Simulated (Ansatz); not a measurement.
Several settings on one geometry of the cluster B2H (that of the charge 0 doublet, PBE0-D4/def2-TZVP). Ansatz on 4 threads of Arm Neoverse V2 on a shared host; times are rough.

```xyz
3

B    -0.044   -0.014   -0.105
B     0.541    0.167    1.289
H    -0.497   -0.153   -1.183
```

Totals from different functionals, basis sets or treatments of relativity can't be compared as stabilities.

DK, ANO-RCC and x2c sets are all-electron and run with scalar relativity unless a key says otherwise.

At PBE0-D4/def2-TZVP a quartet lies 0.57 eV below the doublet of charge 0, at its own geometry.

The spins typed aren't always the lowest for that charge.

(1) Give the basis size and estimate the energy, ⟨S²⟩ and time of these runs.

```tsv
run	method	charge	state	further keys
1	UKS BLYP/ANO-RCC-VTZP	0	doublet	scf: {lower_state_search: off}
2	UKS B97M-V/aug-cc-pVDZ	1	singlet	forces asked
3	UKS ωB97X-V/def2-mTZVP	0	doublet	accuracy: high; scf: {omitted_lower_state_checks: [starts]}; forces asked
```

Answers

(1) 
| run | functions | energy (Eh) | ⟨S²⟩ | wall time |
| --- | --- | --- | --- | --- |
| 1 | 74 | -50.0813 | 1.75 | 0.45 s |
| 2 | 55 | -49.7441 | 1.00 | 26 s |
| 3 | 41 | -50.0611 | 1.75 | 19 s |

At UKS BLYP/ANO-RCC-VTZP, UKS ωB97X-V/def2-mTZVP the charge 0 doublet is spin-contaminated (final ⟨S²⟩ up to 1.75, 0.75 for a pure state). At UKS B97M-V/aug-cc-pVDZ the unrestricted singlet has broken spin symmetry (⟨S²⟩ up to 1.00).
